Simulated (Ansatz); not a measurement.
Species, as SMILES: F[CH]F, doublet.
Atoms: C1, F2, F3, H4. Bonds: C1-F2, C1-F3, C1-H4.

Basis-set convergence of the optimised C1-F2 bond length at HF with Ansatz (an electronic-structure program). All functions are spherical. The program fits the integrals of some runs and decomposes those of others, by size. Open shells are unrestricted. No added dispersion term, no relativity. Reference: the value in def2-QZVPPD, 1.3044 Å, itself unsure by roughly 0.0003 Å (its mean distance from pcseg-3, def2-QZVPP, cc-pVQZ). Deviations are taken from unrounded values.

```
basis        functions  optimised C1-F2 bond length (Å)  minus reference (Å)
-----------  ---------  -------------------------------  -------------------
def2-SV(P)          44                           1.3051               0.0006
pcseg-1             47                           1.3128               0.0084
def2-TZVP           99                           1.3058               0.0014
pcseg-2            104                           1.3055               0.0011
def2-TZVPP         107                           1.3057               0.0012
aug-cc-pVTZ        161                           1.3059               0.0014
cc-pVQZ            195                           1.3047               0.0002
def2-QZVPP         201                           1.3045               0.0001
def2-QZVPPD        228                           1.3044               0.0000
```

The smallest set listed that lies within 0.005 Å of the reference with all its larger relatives (same family, alike in diffuse functions; a set with none counts only in the reference's own line) is def2-SV(P) (44 functions, 0.0006 Å off). Inside, with no larger relative to test it: aug-cc-pVTZ, cc-pVQZ. (Relatives not listed, tested too: def2-SVP 0.0009, def2-QZVP 0.0001, pcseg-3 -0.0006 Å.)
